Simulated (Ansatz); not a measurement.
## Isomers

Structures of CH$_{3}$OS (charge +1), singlet, relaxed at PBE0-D4/def2-TZVP (vibrations not checked; lower isomers may exist, and structures with a doubtful reference or unclear bonds are left out). Ansatz 0.2.0; basis: def2-TZVPP; cores frozen in the correlated methods. B3LYP uses VWN-RPA correlation.

Question: Rank them by CCSD(T) energy, lowest first, and give each one's height above the lowest. Links in brackets join atoms within 1.22 times the sum of their covalent radii (1.1 for two metals). (To be estimated.)
A.
CH₃OS ([CH2][S][OH]), total charge +1
```
6
angstrom
C -0.4929 0.4963 -0.7739
S 0.8152 -0.1623 -0.1734
O 0.3807 -0.6792 1.2513
H -1.4427 0.5374 -0.2450
H -0.3831 0.9161 -1.7721
H 1.1229 -1.1083 1.7130
```
B.
CH₃OS ([CH3][S][O]), total charge +1
```
6
angstrom
C -0.5771 0.5495 -0.5188
S 0.4116 -0.8262 -0.1560
O 0.9530 -0.7221 1.1632
H -1.5673 0.1490 -0.8013
H -0.1627 0.9889 -1.4440
H -0.6229 1.2590 0.3086
```
C.
CH₃OS ([CH2]1[O][SH]1), total charge +1
```
6
angstrom
C -0.1583 -0.3000 -0.5342
O -0.0784 1.0904 -0.4010
S -0.3738 0.4330 1.0813
H -1.0785 -0.6897 -0.9646
H 0.7814 -0.8222 -0.7022
H 0.9077 0.2886 1.5207
```
D.
CH₃OS ([OH][CH][SH]), total charge +1
```
6
angstrom
O -0.7566 -0.8843 -0.8049
C -0.1870 0.0970 -0.2203
S 1.0629 -0.0932 0.8513
H -1.4754 -0.6232 -1.4075
H -0.5153 1.1202 -0.4140
H 1.1080 -1.4444 0.7688
```

Answer: Computed: D (0.0 kJ/mol), A (81.4 kJ/mol), B (171.2 kJ/mol), C (187.0 kJ/mol). Heights count from the lowest.

Question: Do PBE-D4, r2SCAN-D4, PBE0-D4, B3LYP-D4, wB97M-V, HF, MP2 give the same order? (A judgement: the text doesn't fix the answer.)

Answer: By the calculation: All do.

T1 diagnostic: at most 0.022. The restricted Hartree–Fock reference is unstable towards an unrestricted one at one or more of these structures.

For scale, one of the runs: CCSD(T)/def2-TZVPP, 146 basis functions, launched by `ansatz run in.yaml --threads 2 --pin off --events-out ev --progress --plain --max-ram 4352MiB`. Time: 12 s of wall clock on 2 CPU threads of an Intel Xeon Platinum 8259CL; the host was shared. Peak host memory: 0.89 GiB.
